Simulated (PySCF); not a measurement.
Species: C5H11S (charge -1).
Atom-mapped SMILES: `[CH3:1][CH2:2][CH:3]([S-:4])[CH2:5][CH3:6]` (hydrogens: H7, H8, H9 on C1; H10, H11 on C2; H12 on C3; H13, H14 on C5; H15, H16, H17 on C6)

A GFN2-xTB structure was refined with PBE0-D3(BJ)/def2-SVP geometry optimisation, gas phase in PySCF 2.14.0. Its GFN2-xTB values:

```
 coordinate  GFN2-xTB
      C1–C2   1.527 Å
      C1–H7   1.091 Å
      C2–C3   1.532 Å
     C2–H10   1.094 Å
     C2–H11   1.093 Å
      C3–S4   1.815 Å
     C3–H12   1.104 Å
     C6–H17   1.089 Å
   C1–C2–C3    114.5°
   C2–C3–S4    109.3°
   C2–C3–C5    111.8°
   C3–C5–C6    111.2°
C1–C2–C3–S4     -168°
```

**Question.** How do these coordinates change at the PBE0-D3(BJ)/def2-SVP level?

**Answer.** 
```csv
coordinate,PBE0-D3(BJ)/def2-SVP (Å or °),change
C6–H17,1.103,+0.014
C1–H7,1.104,+0.013
C3–H12,1.115,+0.011
C2–H10,1.105,+0.011
C2–H11,1.102,+0.009
C3–S4,1.819,+0.004
C2–C3,1.534,+0.002
C1–C2,1.527,0.000
C1–C2–C3,116.4,+1.9
C3–C5–C6,112.9,+1.7
C2–C3–S4,110.6,+1.3
C2–C3–C5,111.2,-0.6
C1–C2–C3–S4,-172,-4
```

The energy falls by 6.4 kJ/mol over 7 energy and gradient evaluations, the largest force component goes from 0.0135 to 1.5e-04 Eh/bohr, and the atoms move by 0.071 Å rms after alignment. Among the bonds, C1–H8, C1–H9, C6–H15 and C6–H17 change most and about equally (+0.014 to +0.015 Å). Bonds longer at the end by more than 0.005 Å: 11 of 16; shorter: 0. Rotational constants go from 3241, 2093, 1366 to 3179, 2082, 1344 MHz.

The run used 143 basis functions and 42 SCF cycles in all. Time: 61 s wall. Hardware: an Arm Neoverse V1 with one thread, no GPU, shared host.

Not checked by PBE0-D3(BJ)/def2-SVP frequencies. The geometry's basis has no diffuse functions, a weakness for an anion.

The values belong to the conformer `[CH3:1][CH2:2][CH:3]([S-:4])[CH2:5][CH3:6]`: C1–C2–C3–S4 -172°, C2–C3–C5–C6 -175°.
